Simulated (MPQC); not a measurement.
# HF/aug-cc-pVTZ run of HOF (hypofluorous acid)

What is the energy change on altering one bond length of HOF (hypofluorous acid) at HF/aug-cc-pVTZ? 

Program for the calculation: MPQC 2.3.1.

4 further runs of the same task are left out: 3 that didn't finish, 1 set aside as unsound or not needed. Runs told in other sessions of the task aren't counted.

### 1 Starting point

HOF: 3 atoms, total charge 0, spin state singlet. As SMILES, `OF`. Geometry: relaxed at PBE0-D4/def2-TZVP.

Bond lengths: O1–F2 1.406 Å, O1–H3 0.969 Å. Angles: F2–O1–H3 99.1°.

### 2 A single-point energy at HF/aug-cc-pVTZ

mol.in

```
% FHO
molecule<Molecule>: (
   symmetry = c1
   unit = bohr
   { atoms geometry } = {
      O  [ 0.81369717 -0.39748499 0.40880445 ]
      F  [ -0.41934912 1.91735392 -0.02074919 ]
      H  [ -0.39436694 -1.51986893 -0.38805526 ]
   }
)
basis<GaussianBasisSet>: (
   name = "aug-cc-pVTZ"
   molecule = $:molecule
   basisdir = "."
   puream = yes
)
mpqc: (
   checkpoint = no
   savestate = no
   restart = no
   do_energy = yes
   do_gradient = no
   optimize = no
   mole<CLHF>: (
      molecule = $:molecule
      basis = $:basis
      total_charge = 0
      memory = 1000000000
      print_evals = yes
      print_npa = yes
      maxiter = 120
      value_accuracy = 1e-08
      guess_wavefunction<CLHF>: (
         molecule = $:molecule
         total_charge = 0
         memory = 1000000000
         value_accuracy = 1e-3
         basis<GaussianBasisSet>: (
            name = "STO-2G"
            molecule = $:molecule
         )
      )
   )
)
```

The basis set aug-cc-pVTZ is read from a file made from the Basis Set Exchange's data (not shown).

Run with:

```bash
$ mpqc -o mol.out mol.in
```

The program printed:

```text
MPQC: Massively Parallel Quantum Chemistry
[...]
  LUMO is    10   A =   0.029072
  total scf energy = -174.8094143277
Value of the MolecularEnergy: -174.8094143277
[...]
      symmetry = c1
[...]
```

Wall time 40 s (1 thread of Arm Neoverse N1, shared host); peak memory 0.5 GiB.

### 3 The distorted shape

input.in

```
% emacs should use -*- KeyVal -*- mode
molecule<Molecule>: (
   symmetry = c1
   unit = angstrom
   { atoms geometry } = {
      O  [ 0.526465    -0.121265     0.279571 ]
      F  [ -0.126035     1.103695     0.052261 ]
      H  [ -0.208690    -0.804280    -0.205350 ]
   }
)
basis<GaussianBasisSet>: (
   name = "aug-cc-pVTZ"
   molecule = $:molecule
   basisdir = "."
   puream = yes
)
mpqc: (
   checkpoint = no
   savestate = no
   restart = no
   do_energy = yes
   do_gradient = no
   optimize = no
   mole<CLHF>: (
      molecule = $:molecule
      basis = $:basis
      total_charge = 0
      memory = 1000000000
      print_evals = yes
      print_npa = yes
      maxiter = 120
      value_accuracy = 1e-08
      guess_wavefunction<CLHF>: (
         molecule = $:molecule
         total_charge = 0
         memory = 1000000000
         value_accuracy = 1e-3
         basis<GaussianBasisSet>: (
            name = "STO-3G"
            molecule = $:molecule
         )
      )
   )
)
```

The basis set aug-cc-pVTZ is read from a file made from the Basis Set Exchange's data (not shown).

Run with:

```bash
$ mpqc input.in > input.out
```

The program printed:

```text
MPQC: Massively Parallel Quantum Chemistry
[...]
  LUMO is    10   A =   0.025404
  total scf energy = -174.7887403526
Value of the MolecularEnergy: -174.7887403526
[...]
      symmetry = c1
[...]
```

Run time: 40 s. Hardware: 1 thread of Arm Neoverse N1, shared host; peak memory 0.5 GiB.

### 4 Results

Level: HF/aug-cc-pVTZ.

```
                                                         quantity          value
                                        first shape: total energy  -174.80941 Eh
                                         first shape: HOMO energy      -14.74 eV
                                         first shape: LUMO energy        0.79 eV
                                       first shape: HOMO–LUMO gap       15.53 eV
                                    distorted shape: total energy  -174.78874 Eh
                                     distorted shape: HOMO energy      -14.56 eV
                                     distorted shape: LUMO energy        0.69 eV
                                   distorted shape: HOMO–LUMO gap       15.25 eV
energy change with the O1–H3 bond stretched from 0.969 to 1.115 Å       0.563 eV
```

In words: With the O1–H3 bond stretched from 0.969 to 1.115 Å the energy rises by 0.56 eV (13.0 kcal/mol). The first shape isn't relaxed at this level, so the change isn't measured from a minimum.
